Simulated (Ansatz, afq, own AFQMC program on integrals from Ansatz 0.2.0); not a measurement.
## CH$_{2}$⁺, doublet in cc-pVDZ, levels against full CI

```yaml
atoms:
  - { symbol: C, position_ang: [0.0000, 0.0000, 0.0000] }
  - { symbol: H, position_ang: [0.0000, 0.0000, -1.2434] }
  - { symbol: H, position_ang: [0.0000, 0.0000, 1.2434] }
```

Basis cc-pVDZ. Only valence electrons are correlated. Integrals, coupled cluster, full CI and functionals: Ansatz 0.2.0; the random walks run on the same integrals in our own AFQMC program. The CISD trial takes its coefficients from CCSD amplitudes. Released means that phaseless walkers are propagated on without the constraint, phases kept. ± is one standard error of the sampling.

Determinant: UHF, the one that the program's search chose, which needn't be the lowest solution. The geometry is a point of a scan.

Full CI on the same integrals is exact in this basis and with this determinant's frozen core.

```
T1 diagnostic                               : 0.0116
weight of the determinant in the CISD state : 0.946
⟨S²⟩ of the determinant                     : 0.768
size of the correlated space                : 5 electrons in 23 orbitals
```

```json
{"level": "MP2", "correlation energy (eV)": "-2.1621"}
{"level": "CCSD", "correlation energy (eV)": "-2.8053"}
{"level": "CCSD(T)", "correlation energy (eV)": "-2.8491"}
```

**Question.** Estimate where phaseless AFQMC with a CISD trial lies against CCSD(T) on the same integrals.

**Answer.** 1.1 ± 0.08 kJ/mol below CCSD(T).

Reference: full CI, correlation energy -2.864 eV. The released energy is read at 2.40 1/Eh (meV from the phaseless value at times in 1/Eh: -2.0 ± 0.7 at 0.24, -3.1 ± 0.6 at 0.51, -4.5 ± 0.5 at 0.99, -3.8 ± 0.6 at 1.62, -5.3 ± 0.6 at 2.40).

```json
{"level": "CCSD(T)", "E − E(reference) (kJ/mol)": "1.4", "share of correlation (%)": "99.49"}
{"level": "CCSDT", "E − E(reference) (kJ/mol)": "0.2", "share of correlation (%)": "99.93"}
{"level": "CCSDT(Q)", "E − E(reference) (kJ/mol)": "0.0", "share of correlation (%)": "99.99"}
{"level": "CCSDTQ", "E − E(reference) (kJ/mol)": "0.0", "share of correlation (%)": "100.00"}
{"level": "ph-AFQMC/CISD", "E − E(reference) (kJ/mol)": "0.3 ± 0.08", "share of correlation (%)": "99.88"}
{"level": "released AFQMC", "E − E(reference) (kJ/mol)": "-0.2 ± 0.06", "share of correlation (%)": "100.06"}
```

CCSDT and higher add their correlation energy to the determinant of the CCSD(T) run, since their own runs factorise the integrals more tightly (a shift of under 2 meV). A walk keeps the symmetry of its determinant, which the program's search chose and which needn't be the lowest solution, so a lower state of the same spin and another symmetry isn't excluded. Released energies are given only where the last usable release times agree within the noise; a slower fall can still hide under it.
